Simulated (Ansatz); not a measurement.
Two isomers of C3H8N2: A = `CCC(=N)N`, B = `N[C@H]1C[C@@H]1N`.

Program: Ansatz. Geometries: PBE0-D4/def2-TZVP. ΔE: electronic, gas phase. CBS: MP2 limit from def2 TZ/QZ plus the TZ coupled-cluster correction, frozen cores. Functionals use def2-TZVPP. B3LYP here is the variant with VWN-RPA as its local correlation; programs differ in this. One conformer a species, not always the lowest.

Task: Which is lower in electronic energy at CCSD(T)/CBS, and by how much? (Estimate.)

Result: The calculation gave: A, by 28.1 kcal/mol.

Task: Give E(B) − E(A) in kcal/mol with HF/def2-TZVPP, ωB97M-V, B3LYP-D4, CCSD(T)/def2-TZVPP, PBE0-D4, CCSD/def2-TZVPP, r2SCAN-D4. (Estimate.)

Result: Ansatz gave: HF/def2-TZVPP 31.4, ωB97M-V 27.5, B3LYP-D4 31.1, CCSD(T)/def2-TZVPP 28.5, PBE0-D4 26.2, CCSD/def2-TZVPP 27.9, r2SCAN-D4 29.3. None reverses the order clearly.

Largest T1 diagnostic: 0.012.

From PBE to PBE0 (25 % exact exchange), in def2-TZVPP and without D4, E(B) − E(A) moves by −1.9 kcal/mol. In def2-TZVPP, CCSD(T) changes the Hartree–Fock value by −2.9 kcal/mol (the triples alone add +0.6 kcal/mol) and MP2 by −4.3 kcal/mol.
